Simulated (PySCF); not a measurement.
CH3O, SMILES C[O] (connectivity only; charge and spin as stated), charge -1, multiplicity 1.

The structure is a stationary point at B3LYP-D3(BJ)/def2-TZVPD. The multiplicity is an assumed one; other spin states were not compared. The isomer is the one that the SMILES or the coordinates give; other isomers of the formula were not compared.

Method: PBE/def2-TZVPD in PySCF.

Gas-phase values at a fixed geometry. A positive occupied level means that this level leaves the electron formally unbound; only the finite basis holds it.

The total energy comes out as -115.02051 hartree and the point group comes out as C3v. The highest occupied level comes out as 2.05 eV and the lowest empty level is 4.21 eV. The orbital gap is 2.16 eV. The dipole moment about the centre of nuclear charge is 1.91 D, the mean static polarisability comes out as 45.2 bohr³ (6.70 Å³) and the polarisability, principal values comes out as 40.4, 40.4, 54.9 bohr³.
